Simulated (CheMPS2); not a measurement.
# DMRG/STO-3G run of AlNH2Cl (SMILES [NH2][Al][Cl])

Aim: the vertical electron affinity of AlNH2Cl at DMRG/STO-3G, from 2 runs. 

Program for the calculation: CheMPS2 1.8.12.

5 further runs of the same task are left out: 2 that didn't finish, 3 set aside as unsound or not needed.

### 1 The molecule

AlNH2Cl has 5 atoms, charge 0, and is taken as a doublet. As SMILES, `[NH2][Al][Cl]`. Geometry: relaxed at PBE0-D4/def2-TZVP. This is one conformer, not always the lowest.

Bond lengths: N1–Al2 1.765 Å, Al2–Cl3 2.116 Å, N1–H4 1.007 Å, N1–H5 1.009 Å. Angles: N1–Al2–Cl3 116.7°, Al2–N1–H4 124.9°, Al2–N1–H5 124.1°, H4–N1–H5 111.0°.

### 2 A single-point energy at DMRG/STO-3G

The input, prepare.py:

```python
import numpy as np
from pyscf import ao2mo, cc, dft, gto, lo, mcscf, mp, scf
from pyscf.tools import fcidump

geom = [
    ("N", (-0.549400, 0.461700, -0.232000)),
    ("Al", (0.402600, -0.291600, 1.049100)),
    ("Cl", (1.907000, -1.649700, 0.440800)),
    ("H", (-1.293600, 1.123300, -0.083500)),
    ("H", (-0.416600, 0.282700, -1.215900)),
]
mol = gto.M(
    atom=geom,
    basis="sto-3g",
    spin=1,
    verbose=3,
)
print("nao = %d" % (mol.nao))
mf = scf.ROHF(mol)
mf.conv_tol = 1e-10
mf.max_cycle = 200
mf.kernel()
if not mf.converged:
    mf = mf.newton().run(mf.mo_coeff, mf.mo_occ)
print("reference energy = %.10f" % (mf.e_tot))
ref = scf.UHF(mol).run(mf.make_rdm1(), conv_tol=1e-10)
pt = mp.MP2(ref, frozen=11).run()
mycc = cc.CCSD(ref, frozen=11)
mycc.max_cycle = 150
mycc.kernel()
print(f"E(MP2) = {pt.e_tot:.10f}")
if mycc.converged:
    print("CCSD total energy = %.10f" % (mycc.e_tot))
    print("CCSD(T) total energy = %.10f" % (mycc.e_tot + mycc.ccsd_t()))
ks = dft.UKS(mol, xc="pbe0").set(conv_tol=1e-9, verbose=3).run(mf.make_rdm1())
if ks.converged:
    print(f"E(PBE0) = {ks.e_tot:.8f}")
ks = dft.UKS(mol, xc="camb3lyp").set(conv_tol=1e-9, verbose=3).run(mf.make_rdm1())
if ks.converged:
    print("E(CAM-B3LYP) = %.8f" % (ks.e_tot))
ks = dft.UKS(mol, xc="m062x").set(conv_tol=1e-9, verbose=3).run(mf.make_rdm1())
if ks.converged:
    print("E(M06-2X) = %.8f" % (ks.e_tot))
mo = mf.mo_coeff.copy()
for a, b in ((11, 19), (20, 25)):
    if b - a > 1:
        mo[:, a:b] = lo.Boys(mol, mo[:, a:b]).kernel()
mf.mo_coeff = mo
cas = mcscf.CASCI(mf, 14, 17)
h1, ecore = cas.get_h1eff()
fcidump.from_integrals("FCIDUMP", h1, cas.get_h2eff(), 14, 17, nuc=ecore, ms=1)
```

The input, chemps2.input:

```
FCIDUMP = FCIDUMP
GROUP = 0
MULTIPLICITY = 2
NELECTRONS = 17
IRREP = 0
EXCITATION = 0
SWEEP_STATES = 75, 100, 100
SWEEP_ENERGY_CONV = 1e-04, 1e-04, 1e-06
SWEEP_MAX_SWEEPS = 2, 2, 6
SWEEP_NOISE_PREFAC = 0.05, 0.005, 0.0
SWEEP_DVDSON_RTOL = 3e-04, 3e-04, 3e-05
NOCC = 0
NACT = 14
NVIR = 0
MOLCAS_FIEDLER = TRUE
PRINT_CORR = FALSE
TMP_FOLDER = .
```

Launch:

```
$ python prepare.py && chemps2 --file=chemps2.input
```

The log of the run:

```text
$ python prepare.py
nao = 25
converged SCF energy = -748.568570172188
reference energy = -748.5685701722
converged SCF energy = -748.56928726992  <S^2> = 0.75284744  2S+1 = 2.0028454
E(UMP2) = -748.632027810647  E_corr = -0.0627405407273424
E(SCS-UMP2) = -748.636539264049  E_corr = -0.0672519941293233
E(UCCSD) = -748.6500807971453  E_corr = -0.08079352722515923
E(MP2) = -748.6320278106
CCSD total energy = -748.6500807971
UCCSD(T) correction = -0.00220761070643997
CCSD(T) total energy = -748.6522884079
converged SCF energy = -749.66152863454  <S^2> = 0.75245163  2S+1 = 2.0024501
E(PBE0) = -749.66152863
converged SCF energy = -749.899822106227  <S^2> = 0.75173286  2S+1 = 2.0017321
E(CAM-B3LYP) = -749.89982211
converged SCF energy = -749.996695511162  <S^2> = 0.75216491  2S+1 = 2.0021637
E(M06-2X) = -749.99669551

$ chemps2 --file=chemps2.input

Running chemps2 version 1.8.12 () with the following options:

   FCIDUMP            = FCIDUMP
   GROUP              = c1
   MULTIPLICITY       = 2
   NELECTRONS         = 17
   IRREP              = A
   EXCITATION         = 0
   SWEEP_STATES       = [ 75 ; 100 ; 100 ]
   SWEEP_ENERGY_CONV  = [ 0.0001 ; 0.0001 ; 1e-06 ]
   SWEEP_MAX_SWEEPS   = [ 2 ; 2 ; 6 ]
   SWEEP_NOISE_PREFAC = [ 0.05 ; 0.005 ; 0 ]
   SWEEP_DVDSON_RTOL  = [ 0.0003 ; 0.0003 ; 3e-05 ]
   NOCC               = [ 0 ]
   NACT               = [ 14 ]
   NVIR               = [ 0 ]
   MOLCAS_2RDM        =
   MOLCAS_3RDM        =
   MOLCAS_F4RDM       =
   MOLCAS_FOCK        =
   MOLCAS_FIEDLER     = TRUE
   MOLCAS_MPS         = FALSE
   MOLCAS_STATE_AVG   = FALSE
   PRINT_CORR         = FALSE
   TMP_FOLDER         = .

[... 35 lines left out ...]
***     Minimum energy           = -748.598112073087
***     Maximum discarded weight = 0
[... 28 lines left out ...]
***     Minimum energy           = -748.651869646699
***     Maximum discarded weight = 1.31569883242639e-06
[... 6 lines left out ...]
***     Minimum energy           = -748.652602933478
***     Maximum discarded weight = 4.57708441882382e-06
[... 5 lines left out ...]
***     Minimum energy           = -748.652608826855
***     Maximum discarded weight = 5.21353711554772e-06
[... 7 lines left out ...]
***     Maximum discarded weight during the last sweep     = 5.21353711554772e-06
[... 5 lines left out ...]
***     Minimum energy           = -748.652642533918
***     Maximum discarded weight = 1.76079601852868e-06
******************************************************************
[... 12 site updates ...]
******************************************************************
***  Information on right sweep 0 of instruction 1:
***     Elapsed wall time        = 1.145573 seconds
***     Minimum energy           = -748.652645027617
***     Maximum discarded weight = 2.20990540028678e-06
***     Energy difference with respect to previous leftright sweep = 4.25816486995245e-05
******************************************************************
***  Information on completed instruction 1:
***     The reduced virtual dimension DSU(2)               = 100
***     The total number of reduced MPS variables          = 28479
***     Minimum energy encountered during all instructions = -748.652645027617
***     Minimum energy encountered during the last sweep   = -748.652645027617
***     Maximum discarded weight during the last sweep     = 2.20990540028678e-06
******************************************************************
[... 12 site updates ...]
******************************************************************
***  Information on left sweep 0 of instruction 2:
***     Elapsed wall time        = 1.688071 seconds
***     Minimum energy           = -748.652646052178
***     Maximum discarded weight = 2.25138513527782e-06
******************************************************************
[... 12 site updates ...]
******************************************************************
***  Information on right sweep 0 of instruction 2:
***     Elapsed wall time        = 1.793115 seconds
***     Minimum energy           = -748.652646147782
***     Maximum discarded weight = 2.27049247729539e-06
***     Energy difference with respect to previous leftright sweep = 5.90761146668228e-08
******************************************************************
***  Information on completed instruction 2:
***     The reduced virtual dimension DSU(2)               = 100
***     The total number of reduced MPS variables          = 28526
***     Minimum energy encountered during all instructions = -748.652646147782
***     Minimum energy encountered during the last sweep   = -748.652646147782
***     Maximum discarded weight during the last sweep     = 2.27049247729539e-06
******************************************************************
```

Wall time 55 s (1 thread of AMD EPYC 7R13 (Zen 3), shared host); peak memory 0.21 GiB.

### 3 The singlet anion: a single-point energy at DMRG/STO-3G

The input, prepare.py:

```python
from pyscf import ao2mo, cc, dft, gto, mcscf, mp, scf
from pyscf.tools import fcidump

mol = gto.M(atom="""
N     -1.03821553     0.87248655    -0.43841646
Al     0.76080374    -0.55104414     1.98251168
Cl     3.60370772    -3.11748119     0.83299128
H     -2.44454971     2.12272936    -0.15779213
H     -0.78725990     0.53422558    -2.29771799
""", basis="sto-3g", unit="bohr", charge=-1, verbose=3)
print("nao                      = %d" % (mol.nao))
mf = scf.RHF(mol)
mf.conv_tol = 1e-10
mf.max_cycle = 200
mf.kernel()
if not mf.converged:
    mf = mf.newton().run(mf.mo_coeff, mf.mo_occ)
print(f"E(HF)                    = {mf.e_tot:.10f}")
# MP2, CCSD and CCSD(T) with the same frozen core
ref = mf
pt = mp.MP2(ref, frozen=11).run()
mycc = cc.CCSD(ref, frozen=11)
mycc.max_cycle = 150
mycc.kernel()
print("E(MP2)                   = %.10f" % (pt.e_tot))
if mycc.converged:
    print(f"E(CCSD)                  = {mycc.e_tot:.10f}")
    print(f"E(CCSD(T))               = {mycc.e_tot + mycc.ccsd_t():.10f}")
    print(f"T1                       = {mycc.get_t1_diagnostic():.4f}")
# a few density functionals on the same geometry and basis
ks = dft.RKS(mol, xc="pbe0").set(conv_tol=1e-9, verbose=3).run()
if ks.converged:
    print(f"E(PBE0)                  = {ks.e_tot:.8f}")
ks = dft.RKS(mol, xc="camb3lyp").set(conv_tol=1e-9, verbose=3).run()
if ks.converged:
    print("E(CAM-B3LYP)             = %.8f" % (ks.e_tot))
ks = dft.RKS(mol, xc="m062x").set(conv_tol=1e-9, verbose=3).run()
if ks.converged:
    print("E(M06-2X)                = %.8f" % (ks.e_tot))
# natural orbitals of MP2 give a compact matrix product state
occ_no, mo = mcscf.addons.make_natural_orbitals(mp.MP2(mf, frozen=11).run())
mf.mo_coeff = mo
# FCIDUMP for the DMRG program
cas = mcscf.CASCI(mf, 14, 18)
h1, ecore = cas.get_h1eff()
fcidump.from_integrals("FCIDUMP", h1, cas.get_h2eff(), 14, 18, nuc=ecore, ms=0)
```

The input, chemps2.input:

```
FCIDUMP = FCIDUMP
GROUP = 0
MULTIPLICITY = 1
NELECTRONS = 18
IRREP = 0
EXCITATION = 0
SWEEP_STATES = 50, 75, 100, 100
SWEEP_ENERGY_CONV = 1e-04, 1e-04, 1e-04, 1e-06
SWEEP_MAX_SWEEPS = 4, 3, 3, 6
SWEEP_NOISE_PREFAC = 0.05, 0.05, 0.005, 0.0
SWEEP_DVDSON_RTOL = 1e-04, 1e-04, 1e-04, 1e-05
NOCC = 0
NACT = 14
NVIR = 0
MOLCAS_FIEDLER = TRUE
PRINT_CORR = TRUE
TMP_FOLDER = .
```

Launch:

```
$ python prepare.py && chemps2 --file=chemps2.input
```

The log of the run:

```text
$ python prepare.py
nao                      = 25
converged SCF energy = -748.369335757911
E(HF)                    = -748.3693357579
E(RMP2) = -748.432138569405  E_corr = -0.0628028114940245
E(SCS-RMP2) = -748.438613273096  E_corr = -0.0692775151849237
E(CCSD) = -748.4539919625287  E_corr = -0.08465620461760803
E(MP2)                   = -748.4321385694
E(CCSD)                  = -748.4539919625
CCSD(T) correction = -0.00122968745790505
E(CCSD(T))               = -748.4552216500
T1                       = 0.0093
converged SCF energy = -749.49799631307
E(PBE0)                  = -749.49799631
converged SCF energy = -749.739977099943
E(CAM-B3LYP)             = -749.73997710
converged SCF energy = -749.833079761752
E(M06-2X)                = -749.83307976
E(RMP2) = -748.432138569405  E_corr = -0.0628028114940245
E(SCS-RMP2) = -748.438613273096  E_corr = -0.0692775151849237

$ chemps2 --file=chemps2.input

Running chemps2 version 1.8.12 () with the following options:

   FCIDUMP            = FCIDUMP
   GROUP              = c1
   MULTIPLICITY       = 1
   NELECTRONS         = 18
   IRREP              = A
   EXCITATION         = 0
   SWEEP_STATES       = [ 50 ; 75 ; 100 ; 100 ]
   SWEEP_ENERGY_CONV  = [ 0.0001 ; 0.0001 ; 0.0001 ; 1e-06 ]
   SWEEP_MAX_SWEEPS   = [ 4 ; 3 ; 3 ; 6 ]
   SWEEP_NOISE_PREFAC = [ 0.05 ; 0.05 ; 0.005 ; 0 ]
   SWEEP_DVDSON_RTOL  = [ 0.0001 ; 0.0001 ; 0.0001 ; 1e-05 ]
   NOCC               = [ 0 ]
   NACT               = [ 14 ]
   NVIR               = [ 0 ]
   MOLCAS_2RDM        =
   MOLCAS_3RDM        =
   MOLCAS_F4RDM       =
   MOLCAS_FOCK        =
   MOLCAS_FIEDLER     = TRUE
   MOLCAS_MPS         = FALSE
   MOLCAS_STATE_AVG   = FALSE
   PRINT_CORR         = TRUE
   TMP_FOLDER         = .

[... 36 lines left out ...]
***     Maximum discarded weight = 0
[... 29 lines left out ...]
***     Maximum discarded weight = 1.42595474775494e-05
[... 7 lines left out ...]
***     Maximum discarded weight = 1.39848502900312e-05
[... 6 lines left out ...]
***     Maximum discarded weight = 1.3853113244399e-05
[... 13 lines left out ...]
***     Minimum energy           = -748.455380523682
[... 6 lines left out ...]
***     Minimum energy           = -748.455410203172
[... 8 lines left out ...]
***     Maximum discarded weight during the last sweep     = 7.17216180445279e-06
[... 6 lines left out ...]
***     Maximum discarded weight = 2.6340168046837e-06
[... 6 lines left out ...]
***     Maximum discarded weight = 3.32844281708426e-06
[... 13 lines left out ...]
***     Minimum energy           = -748.45543418167
[... 6 lines left out ...]
***     Minimum energy           = -748.455434770176
[... 8 lines left out ...]
***     Maximum discarded weight during the last sweep     = 3.62611921324715e-06
[... 69 lines left out ...]
   Columns 9 to 14

    0.000003   -0.000007   -0.000001   -0.000001   -0.000006   -0.000085
    0.000027   -0.000063   -0.000024   -0.000019   -0.000387   -0.000363
    0.000062   -0.000951   -0.000040   -0.000024   -0.000076   -0.000783
[... 10 lines of this table left out ...]
   -0.012877    0.000838    0.000484    0.000374    0.001736    0.022476

--------------------------------------------------------
Singlet diradical correlation function = < d_i,up d_j,down > + < d_i,down d_j,up > - < d_i,up > * < d_j,down > - < d_i,down > * < d_j,up >
Hamiltonian index order is used!

   Columns 1 to 8

   -0.000000    0.000001    0.000002    0.000004    0.000000    0.000000    0.000001    0.000000
    0.000001   -0.000000    0.000027    0.000136    0.000001    0.000003    0.000008    0.000010
    0.000002    0.000027   -0.000000    0.000319    0.000017    0.000006    0.000012    0.000017
[... 10 lines of this table left out ...]
    0.000006    0.000130    0.000321    0.001145    0.000231    0.000490    0.000741    0.000296

   Columns 9 to 14

    0.000003    0.000004    0.000001    0.000001    0.000003    0.000006
    0.000019    0.000022    0.000008    0.000008    0.000337    0.000130
    0.000038    0.000788    0.000015    0.000008    0.000031    0.000321
[... 10 lines of this table left out ...]
    0.000968    0.000618    0.000343    0.000213    0.001564   -0.000009

--------------------------------------------------------
Two-orbital mutual information = 0.5 * ( s1(i) + s1(j) - s2(i,j) ) * ( 1 - delta(i,j) )
Hamiltonian index order is used!

   Columns 1 to 8

    0           0.000014    0.000016    0.000067    0.000001    0.000002    0.000002    0.000001
    0.000014    0           0.000105    0.000751    0.000002    0.000012    0.000024    0.000029
    0.000016    0.000105    0           0.001729    0.000050    0.000008    0.000009    0.000017
[... 10 lines of this table left out ...]
    0.000180    0.000789    0.001785    0.012538    0.000527    0.001520    0.002117    0.000779

   Columns 9 to 14

    0.000021    0.000010    0.000001    0.000001    0.000007    0.000180
    0.000070    0.000053    0.000012    0.000015    0.001106    0.000789
    0.000247    0.002744    0.000024    0.000010    0.000063    0.001785
[... 10 lines of this table left out ...]
    0.016073    0.004835    0.000632    0.000626    0.004855    0

--------------------------------------------------------
```

It took 41 s on 1 thread of AMD EPYC 7R13 (Zen 3), shared host; peak memory 0.21 GiB.

### 4 Outcome

At DMRG/STO-3G, 11 core orbitals frozen:

| quantity | value |
| --- | --- |
| run 1, DMRG/STO-3G: total energy | -748.65265 Eh |
| singlet anion: total energy | -748.45543 Eh |
| singlet anion: T1 diagnostic of the CCSD step | 0.009 |
| vertical electron affinity (to the singlet anion) | -5.366 eV |

**Reading.** The anion lies 5.37 eV (124 kcal/mol) above the neutral: the electron isn't bound at this level, and such a value depends on the basis. Without diffuse functions anions come out too high. In a minimal basis such a difference can be off by several eV, whatever the method.
